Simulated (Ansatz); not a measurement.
Input file:

```yaml
crystal:
  periodic: [false, false, false]
  atoms:
    - {symbol: Be, position_ang: [0.000000, 0.000000, 3.555500]}
    - {symbol: Be, position_ang: [0.000000, 0.000000, -3.555500]}
    - {symbol: H, position_ang: [0.000000, 0.000000, 4.903018]}
    - {symbol: H, position_ang: [0.000000, 0.000000, -4.903018]}
basis:
  gaussian: {orbitals: pcseg-2}
magnetization: {spin_polarized: false}
hamiltonian: {xc: {name: r2SCAN}}
correlation: {method: ccsd_t, electrons: all}
```

```sh
$ ansatz run in.yaml --threads 1 --pin off --events-out ev --progress --plain --max-ram 2393MiB
```

Task: Roughly how long does this take on 1 thread of Arm Neoverse V1, shared host, and how much host memory?

Result: 3.5 s wall and 0.15 GiB.

```
452 factors; integrals over basis functions are off by at most 1.0e-3 eV
mean field evaluation 1: about -827.0567 eV, gradient 1.5e1 eV
mean field evaluation 2: about -827.0414 eV, gradient 1.5e1 eV
mean field evaluation 4: about -828.0820 eV, gradient 1.7e0 eV
mean field evaluation 8: about -828.0819 eV, gradient 1.7e0 eV
mean field evaluation 16: about -828.1025 eV, gradient 6.4e-7 eV
mean field -828.10250601 eV, -30.4322057877 hartree, gradient 3.6e-7 eV, S^2 0.000000; 3 other end points of the search recorded, 0 dependent functions left out; unrestricted orbitals would lower it
mean field evaluation 32: about -821.2772 eV, gradient 1.1e1 eV
unrestricted determinant -824.46023300 eV, -30.2983547237 hartree, S^2 1.0035
reference -820.60965565 eV, -30.1568486158 hartree; 5, 5 occupied and 53, 53 virtual orbitals, 452 factors
second order -5.02395312 eV of doubles, -0.24870121 eV of singles
cycle   1  -3.71481825 eV  change    -1.1e0 eV  update   1.6e-1
cycle   2  -4.31395126 eV  change   -6.0e-1 eV  update   1.3e-1
cycle   3  -4.70956566 eV  change   -4.0e-1 eV  update   1.0e-1
cycle   4  -4.99363965 eV  change   -2.8e-1 eV  update   8.6e-2
cycle   5  -5.20568195 eV  change   -2.1e-1 eV  update   7.0e-2
cycle   6  -5.36643390 eV  change   -1.6e-1 eV  update   5.6e-2
cycle   7  -5.93170279 eV  change   -5.7e-1 eV  update   4.4e-2
cycle   8  -5.80221113 eV  change    1.3e-1 eV  update   6.5e-3
cycle   9  -5.85280940 eV  change   -5.1e-2 eV  update   6.0e-3
cycle  10  -5.86575229 eV  change   -1.3e-2 eV  update   1.1e-3
cycle  11  -5.86340104 eV  change    2.4e-3 eV  update   2.8e-4
cycle  12  -5.86365452 eV  change   -2.5e-4 eV  update   8.3e-5
cycle  13  -5.86366303 eV  change   -8.5e-6 eV  update   3.0e-5
cycle  14  -5.86356185 eV  change    1.0e-4 eV  update   1.3e-5
cycle  15  -5.86358527 eV  change   -2.3e-5 eV  update   4.8e-6
cycle  16  -5.86358857 eV  change   -3.3e-6 eV  update   1.4e-6
cycle  17  -5.86359142 eV  change   -2.8e-6 eV  update   9.9e-7
cycle  18  -5.86359647 eV  change   -5.0e-6 eV  update   6.3e-7
perturbative correction -0.46041417 eV, -0.0169199087 hartree
WARN: these amplitudes may be one of several solutions (largest doubles amplitude 0.88, level shift 7.90 eV)
Total energy: -826.93366628 eV, -30.3892517202 hartree
```
